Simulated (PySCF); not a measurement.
# Frontier levels across methods

Compound: CH3CH2CH2CHF2, C4H8F2.
Cartesian coordinates in Å at the PBE0-D3(BJ)/def2-SVP level; atoms count from 1:
```xyz
14
C4H8F2 angstrom
C      1.890    0.388   -0.226
C      0.457    0.630    0.218
C     -0.407   -0.619    0.138
C     -1.845   -0.374    0.510
F     -2.404    0.522   -0.341
F     -2.555   -1.522    0.415
H      2.491    1.307   -0.164
H      2.382   -0.375    0.398
H      1.929    0.034   -1.269
H     -0.001    1.418   -0.403
H      0.449    1.015    1.253
H     -0.019   -1.408    0.802
H     -0.404   -1.032   -0.885
H     -1.967    0.019    1.536
```

Basis pcSseg-1 throughout (PySCF), one geometry. Geometry: PBE0-D3(BJ)/def2-SVP, one conformer, isolated molecule.

Task: How do the orbital energies, the gap and the dipole change with the method?

Result: 
```
   method                    kind  HOMO (eV)  LUMO (eV)  gap (eV)  μ (D)  SCF cycles
     BLYP                     GGA      -7.51       0.60      8.11   2.06          14
     OPBE                     GGA      -7.52       0.89      8.41   2.04          14
      PBE                     GGA      -7.57       0.61      8.18   2.06          14
    B97-D                     GGA      -7.66       0.76      8.42   2.11          14
     BP86                     GGA      -7.70       0.70      8.40   2.09          13
      LDA                     LDA      -7.73       0.41      8.14   2.17          13
      KT2                     GGA      -7.74       0.54      8.28   2.11          14
      KT3                     GGA      -7.77       0.48      8.25   2.06          14
    B97-2           global hybrid      -9.03       1.45     10.48   2.24          12
    B3LYP           global hybrid      -9.06       1.08     10.14   2.22          12
     PBE0           global hybrid      -9.29       1.42     10.72   2.24          12
 mPW1PW91           global hybrid      -9.35       1.45     10.80   2.26          12
CAM-B3LYP  range-separated hybrid     -10.78       2.24     13.01   2.27          12
BHandHLYP           global hybrid     -10.91       2.06     12.97   2.39          12
  wB97X-D  range-separated hybrid     -11.26       3.26     14.51   2.29          12
  LC-wPBE  range-separated hybrid     -12.08       3.61     15.69   2.27          13
       HF            Hartree–Fock     -13.18       4.21     17.39   2.55           9
```

The HOMO spans 5.67 eV, from BLYP down to HF, and the gap runs from 8.11 eV (BLYP) to 17.39 eV (HF). Over the methods BLYP (0 %), OPBE (0 %), PBE (0 %), B97-D (0 %), BP86 (0 %), LDA (0 %), KT2 (0 %), KT3 (0 %), B97-2 (21 %), B3LYP (20 %), PBE0 (25 %), mPW1PW91 (25 %), BHandHLYP (50 %), HF (100 %), a straight line through the gap against the share of exact exchange rises by 0.92 eV for each 10 % (correlation coefficient 0.999). The dipole ranges from 2.04 D (OPBE) to 2.55 D (HF). This basis has no diffuse functions.

The vertical ΔSCF ionisation energy at wB97X-D/def2-SVPD is 11.74 eV; −ε(HOMO) comes closest to it with LC-wPBE (12.08 eV).
